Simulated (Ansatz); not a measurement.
Working through a comparison of dispersion corrections of C4H7FN, SMILES [NH]C[C@@H]1C[C@H]1F

Program: the Python package of Ansatz (0.2.0).

Interactive session:
```pycon
>>> import ansatz as az
>>> geometry = (
...     az.Crystal.molecule()
...     .atom("N", (2.2761, -0.2615, 0.3022))
...     .atom("C", (1.1555, 0.02, -0.5836))
...     .atom("C", (-0.0717, 0.4244, 0.2401))
...     .atom("C", (-0.9502, -0.7264, 0.7147))
...     .atom("C", (-1.4084, 0.1602, -0.4328))
...     .atom("F", (-2.399, 1.0534, -0.066))
...     .atom("H", (2.5703, 0.6347, 0.7548))
...     .atom("H", (1.4238, 0.853, -1.2684))
...     .atom("H", (0.9581, -0.8805, -1.2048))
...     .atom("H", (-0.0343, 1.313, 0.9063))
...     .atom("H", (-0.6338, -1.744, 0.4006))
...     .atom("H", (-1.4717, -0.5374, 1.6769))
...     .atom("H", (-1.4149, -0.3089, -1.4399))
... )
>>> model = (
...     geometry.calculation()
...     .basis(gaussian="def2-SVP")
...     .spin("collinear", total=1)
... )
>>> for name in ["revpbe", "pbe"]:
...     for correction in ("d3bj", "d4"):
...         summary = model.functional(name, dispersion=correction).run(threads=1, backend="cpu").report
...         print(f"{name:8s} {correction:5s} total {summary['free_energy_ev']:.5f} eV, of which dispersion {1000 * summary['dispersion']['energy']['ev']:.2f} meV")
...
revpbe   d3bj  total -8457.63668 eV, of which dispersion -665.50 meV
revpbe   d4    total -8457.80121 eV, of which dispersion -830.02 meV
pbe      d3bj  total -8449.66542 eV, of which dispersion -256.14 meV
pbe      d4    total -8449.64591 eV, of which dispersion -236.62 meV
```

Reading the output:
- Total energies depend on the basis set; only differences at equal settings carry meaning.
- The geometry is a force-field or estimated start, not a minimum of this method, and the basis set is short of its limit. D4 holds the three-body term, and d3bj doesn't.
- The species is open-shell (spin multiplicity 2).
- It ran for 43 s on 1 thread of Arm Neoverse N1, on a shared host, peak memory 0.24 GiB.
